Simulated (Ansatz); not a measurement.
**Diamond**

All values below come from rVV10 (PAW; Ansatz, a first-principles code).

Numerical settings: plane-wave cutoff 520 eV, 16×16×16 k mesh, Fermi–Dirac smearing 0.01 eV, scalar-relativistic PAW data made under PBE.

Cell (relaxed at this level):

```yaml
crystal:
  lattice:
    - [0.00000, 1.79229, 1.79229]
    - [1.79229, 0.00000, 1.79229]
    - [1.79229, 1.79229, 0.00000]
  atoms:
    - { symbol: C, position: [0.00000, 0.00000, 0.00000] }
    - { symbol: C, position: [0.25000, 0.25000, 0.25000] }
```

- bulk modulus B0: 423 GPa
- band gap: 4.30 eV (indirect)
- smallest direct gap on the k points sampled: 5.64 eV
- width of the whole s-p valence band: 21.11 eV
- pressure derivative B′ of the bulk modulus: 3.7

Measured, for comparison: bulk modulus 455 GPa (0 K value with the zero-point phonon effect removed; as tabulated in Mejia-Rodriguez and Trickey (2018), arXiv:1807.09216). Computed (rounded) less measured: bulk modulus -7 %.

Computed values are for the static lattice.
